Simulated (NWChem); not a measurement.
# Correlation energy of HN

```xyz
2

N      0.0000     0.0000     0.1326
H      0.0000     0.0000    -0.9279
```
Charge 0, spin multiplicity 3.

Program: NWChem. All single points use one geometry, from UPBE/def2-SVP, a minimum by its harmonic frequencies.

Basis set: cc-pVDZ. Each correlation energy counts from its own Hartree-Fock reference.

The correlated methods keep 1 core orbital frozen. This spin state was chosen for the runs; another may lie lower. The structure started from a generated list of species. The unpaired electrons of the parent sit in orbitals of symmetry b1 and b2 (C2v labels of the run); other states weren't searched. The stability of the SCF solutions was not checked. Open-shell Hartree-Fock references start from PBE0 orbitals. Coupled-cluster values serve here as a point of comparison, not as the truth.

**Question.** One of these methods gave a correlation energy of -131.0 mHa. Which?
(A) URI-MP2
(B) CCSD[T] on ROHF
(C) CCSD on ROHF
(D) CCSD(T) on UHF

**Answer.** C, CCSD on ROHF. The others give -125.6 (CCSD(T) on UHF), -104.2 (URI-MP2), -132.7 (CCSD[T] on ROHF).
